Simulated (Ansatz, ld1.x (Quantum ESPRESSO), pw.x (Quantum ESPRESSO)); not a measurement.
Ca (diamond): variants of one TM potential in the solid

| Item | Value |
| --- | --- |
| Element | calcium (Ca) |
| Generator | ld1.x (Quantum ESPRESSO) 7.5 |
| Type | norm-conserving Troullier–Martins (Kleinman–Bylander form) |
| Functional | PBEsol |
| Relativity | scalar-relativistic |
| Frozen core | [Ar] |
| Valence charge | 2 |
| Reference configuration | 3d0 4s0.5 4p0 (charge +1.5) |
| Partial waves | 4p (bound, empty): rc 3.85 bohr; 3d (bound, empty): rc 3.05 bohr; 4s (bound): rc 2.70 bohr |
| Local potential | the s channel |
| Core correction | Bessel-smoothed model core, default radius (core density twice the valence density) |

Crystal test: diamond Ca in pw.x 7.5, no spin, 8³ k-points, Fermi–Dirac smearing 0.01 Ry, cutoffs set for each file from its atomic test. The reference is all-electron LAPW (Ansatz 0.2.0) with the same functional, mesh and smearing; V0 and B0 come from Birch–Murnaghan fits to the pressures at five volumes. Errors are pseudo minus all-electron; Δ is the rms difference of the E(V) curves that follow from these fits, minima aligned, over ±6 % about the mean V0. Mesh and smearing are coarse, so the numbers serve the comparison and aren't converged zero-temperature values; the lattice is a test structure that the element need not adopt.

All-electron: a0 = 8.414 Å (V0 = 74.45 Å³/atom), B0 = 4.5 GPa.

Base: The largest radius (3.85 bohr) exceeds half the bond length (3.44 bohr), so the spheres overlap, which is one possible source of error among others.

1 further variants are left out: they gave no file fit for a test, a broken result, the same result as the base, or pressures whose basis-set error rivals the error shown.

```tsv
change	cutoffs (Ry)	pw.x	a0 (Å)	a0 error (%)	B0 error (%)	Δ (meV/atom)	mean pressure error (GPa)
base	50/200	converged	8.447	+0.40	+6.0	0.9	+0.06
reference 3d0 4s2 4p0	50/200	converged	8.435	+0.25	+3.1	0.6	+0.04
wave 3d (bound): rc 3.05 bohr becomes 3d (bound): rc 4.20 bohr	50/200	converged	8.398	-0.18	+3.0	0.4	-0.02
all radii but the core radius scaled by about 0.84 (s 2.26, p 3.22, d 2.56 bohr)	50/200	converged	8.438	+0.29	+6.4	0.7	+0.04
```

**Question.** Give the row for: wave 4p (bound): rc 3.85 bohr becomes 4p (bound): rc 2.84 bohr.

**Answer.** pw.x: converged; mean pressure error (GPa): +0.07; a0 (Å): 8.456; a0 error (%): +0.50; B0 error (%): +6.4; Δ (meV/atom): 1.2.
